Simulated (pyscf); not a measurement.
`[CH3][Cd][NH2]` + `[CH4]` → `[CH3][Cd][CH3]` + `[NH3]`, a four-centre exchange (singlet surface; Cd–N, C–H broken, C–Cd, H–N formed). Single points on ωB97X-D3(BJ)/def2-SVP structures (PySCF, gas phase). Energies in kcal/mol from the separated reactants.

Small-basis levels: PySCF, no dispersion term, spherical d functions. AM1 to PM7: differences of heats of formation from MOPAC, which are fitted to 298 K values and so differ in kind from electronic energies by zero-point and thermal terms. GFN2-xTB: tblite. Cost: rough CPU time at the saddle relative to B3LYP/6-31G*+LANL2DZ, from one job on a shared machine.

```json
[
 {"level": "HF/6-31G*+LANL2DZ", "barrier": "48.9", "reaction energy": "+7.4", "cost": "0.1"},
 {"level": "MP2/6-31G*+LANL2DZ", "barrier": "37.7", "reaction energy": "+9.8", "cost": "0.1"},
 {"level": "SVWN5/6-31G*+LANL2DZ", "barrier": "?", "reaction energy": "+9.3", "cost": "1"},
 {"level": "BP86/6-31G*+LANL2DZ", "barrier": "26.0", "reaction energy": "+9.6", "cost": "1"},
 {"level": "PBE/6-31G*+LANL2DZ", "barrier": "24.4", "reaction energy": "+9.5", "cost": "2"},
 {"level": "B3LYP/LANL2DZ", "barrier": "29.3", "reaction energy": "+14.1", "cost": "0.8"},
 {"level": "B3LYP/6-31G*+LANL2DZ", "barrier": "31.7", "reaction energy": "+9.9", "cost": "1"},
 {"level": "M06-2X/6-31G*+LANL2DZ", "barrier": "?", "reaction energy": "+8.6", "cost": "2"},
 {"level": "PBE/def2-SVP", "barrier": "29.9", "reaction energy": "+6.3", "cost": "2"},
 {"level": "GFN2-xTB", "barrier": "23.0", "reaction energy": "+14.5", "cost": "under 0.02"},
 {"level": "PM6", "barrier": "14.2", "reaction energy": "-1.4", "cost": "under 0.02"},
 {"level": "PM7", "barrier": "42.2", "reaction energy": "+16.0", "cost": "under 0.02"},
 {"level": "ωB97M-D3(BJ)/def2-TZVP", "barrier": "?", "reaction energy": "+4.5", "cost": "–"}
]
```

**Question.** Some entries are withheld; supply them.

**Answer.** 
- SVWN5/6-31G*+LANL2DZ, barrier: 15.3
- M06-2X/6-31G*+LANL2DZ, barrier: 26.4
- ωB97M-D3(BJ)/def2-TZVP, barrier: 36.0

Against the last row the barrier runs from -21.8 (PM6) to +12.9 kcal/mol (HF/6-31G*+LANL2DZ). ωB97M-D3(BJ)/def2-TZVP has limits of its own. On the product side the descent ends in a bound adduct (not fully relaxed), 8.2 kcal/mol under the separated species and 39.0 kcal/mol under the saddle at ωB97X-D3(BJ)/def2-TZVP. One saddle was located; it need not be the lowest between these sides. In the def2 sets elements past Kr carry core potentials, without spin-orbit coupling.
